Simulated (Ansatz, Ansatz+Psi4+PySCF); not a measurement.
```yaml
atoms:
  - { symbol: O, position_ang: [-1.5726, -0.1696, 0.0000] }
  - { symbol: H, position_ang: [-2.0575, 0.7491, 0.0000] }
  - { symbol: H, position_ang: [-0.5573, 0.0949, 0.0000] }
  - { symbol: O, position_ang: [1.4834, 0.1748, 0.0000] }
  - { symbol: H, position_ang: [1.6641, -0.4427, -0.8191] }
  - { symbol: H, position_ang: [1.6641, -0.4427, 0.8191] }
```

Basis set: cc-pVTZ (spherical functions). Correlated methods keep 2 orbitals frozen. Charge 0, multiplicity 1.

Computed with Ansatz (development build ahead of 0.2.0); each method stands on the lowest determinant of its kind that the runs found. Restricted open shells among the atoms or ions are ROHF, correlated in semicanonical orbitals with singles.

The atomization energy at this shape (free ground-state atoms in the same class of orbitals less the molecule, no zero-point energy) of singlet H4O2:

| method | atomization energy |
| --- | --- |
| RHF-MP2 | 19.49 eV |

(1) What does RHF give?

## Answers

(1) 12.96 eV. Caution: the shape is not the minimum.
